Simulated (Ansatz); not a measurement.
A calculation with Ansatz (development build ahead of 0.2.0).

```yaml
crystal:
  periodic: [false, false, false]
  atoms:
    - { symbol: "N", position_ang: [0.0, 0.0, 0.0] }
    - { symbol: H, position_ang: [0.0, 0.0, 2.6] }
basis:
  gaussian: { orbitals: pcseg-2 }
magnetization:
  initial_magnetization: 2
hamiltonian:
  xc: pbe
```

The input is written out in the form of the current development build from the run's settings.

Output:

| Item | Value |
| --- | --- |
| Converged | yes |
| Total energy | -54.98854 hartree |
| Spin squared of the determinant | 2.000 |
| Stability test | minimum among restricted orbitals |

Caution: charge can spread falsely over distant fragments; an unrestricted determinant lies well below.
